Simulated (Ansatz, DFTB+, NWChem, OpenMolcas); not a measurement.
Loss of CH4: C2H5N → HNC + CH4

Gas-phase species: C2H5N (aziridine) `C1CN1`, singlet; HNC (hydrogen isocyanide) `[C-]#[NH+]`, singlet; CH4 (methane) `C`, singlet. This is a balance of energies; it says nothing on the path, which may need atoms to shift.

Shapes, held fixed at every level: PBE0-D4/def2-TZVP. Programs: Ansatz 0.2.0, DFTB+ 25.1, NWChem 7.3.0, OpenMolcas 26.06. A level may come from different programs for different species; with the same settings they agree closely. The zero-point and thermal change to 298 K, harmonic and unscaled (PBE0-D4/def2-TZVP), is -17.5 kJ/mol.

**What was measured.** Tabulated heats of formation (Active Thermochemical Tables, CRC Handbook of Chemistry and Physics): C2H5N +126.5 (CRC); HNC +192.0 (ATcT); CH4 -74.5 (ATcT) kJ/mol, which give ΔH(298 K) = -9.1 kJ/mol.

```
                             level            kind  ΔH (kJ/mol)  computed − measured
                          DFTB2-D4  semi-empirical       -169.6               -160.6
                         HF/STO-3G    Hartree–Fock        +52.7                +61.8
                          HF/3-21G    Hartree–Fock       -124.2               -115.1
                       HF/def2-SVP    Hartree–Fock        -50.1                -41.0
B3LYP/6-31G* (Cartesian functions)   global hybrid         -4.5                 +4.6
                     PBE0/def2-SVP   global hybrid        +35.4                +44.5
```

Nearest: B3LYP/6-31G* (Cartesian functions) (+4.6); farthest: DFTB2-D4 (-160.6). 1 of 6 levels lie within 10 kJ/mol. The wrong sign comes from HF/STO-3G, PBE0/def2-SVP.
